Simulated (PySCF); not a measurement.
Species: C5H9O (doublet state).
Structure used (GFN2-xTB), in Å, numbered top down from 1:
```
atom  x, y, z in Å
O1     2.215   -0.233    0.709
C2     1.545    0.722   -0.078
C3     0.487    0.103   -0.996
C4    -0.613   -0.567   -0.195
C5    -1.934   -0.798   -0.774
C6    -1.816    0.263    0.225
H7     2.615   -0.887    0.125
H8     1.071    1.402    0.634
H9     2.267    1.294   -0.681
H10    0.062    0.883   -1.629
H11    0.965   -0.638   -1.646
H12   -0.216   -1.298    0.508
H13   -2.557   -1.664   -0.827
H14   -2.261    0.133    1.206
H15   -1.835    1.293   -0.107
```

The hyperfine couplings belong to this conformer and change with its torsions.

Identity: `OCC[C@@H]1[CH]C1` [radical].

Method used: PySCF 2.14.0, UKS B3LYP, pcH-1 on C H O, non-relativistic, mean-field spin-orbit, GIAO. Geometry: GFN2-xTB, one conformer, isolated molecule. The geometry wasn't refined by DFT: couplings that depend on bond lengths, twists or pyramidal angles can differ widely from those at the functional's own minimum. Stability of the SCF solution: not tested.

Where do the isotropic ENDOR lines of C3, C6, C4, C2, H15, H14, H12, H13, H10 and H9 fall at 345.1 mT, to first order?

For S = 1/2 in fast tumbling each set of equivalent nuclei gives two lines, ν± = |νn ± a/2| to first order, with νn = g_N μN B/h and μN/h = 7.62259 MHz/T.

```tsv
nuclei	isotope	g_N	νn (MHz)	a_iso (MHz)	lower line (MHz)	upper line (MHz)
C3	13C	1.4048	3.70	36.39	14.50	21.89
C6	13C	1.4048	3.70	-19.79	6.20	13.59
C4	13C	1.4048	3.70	-18.51	5.56	12.95
C2	13C	1.4048	3.70	-2.00	2.70	4.69
H15	1H	5.5857	14.69	87.85	29.23	58.62
H14	1H	5.5857	14.69	55.29	12.95	42.34
H12	1H	5.5857	14.69	53.11	11.86	41.25
H13	1H	5.5857	14.69	-9.98	9.71	19.68
H10	1H	5.5857	14.69	-2.38	13.51	15.88
H9	1H	5.5857	14.69	2.26	13.56	15.83
```

The rows for 13C, of low natural abundance, apply to labelled samples.

Which pairs are centred on the nuclear Larmor frequency, and which on half the coupling?

Centred on νn, since |a| < 2νn: C2, H13, H10 and H9. Centred on |a|/2 and split by 2νn: C3, C6, C4, H15, H14 and H12.

At what field would the lower line of H14 fall to zero frequency?

Where νn = |a|/2, that is B = 27.65 MHz/(5.5857 × 7.62259 MHz/T) = 649 mT, as far as first order holds there.

Couplings of abundant isotopes left out: H11 (-1.2 MHz).

The largest Mulliken spin population is on C5 (+0.98). The angles at C5 add up to 327.1°, so it is pyramidal.

On one thread, Arm Neoverse V1 (aarch64), on a shared host, this took 41 s of wall time (with the writing of density and orbital grids) and 0.95 GiB of memory at its peak.
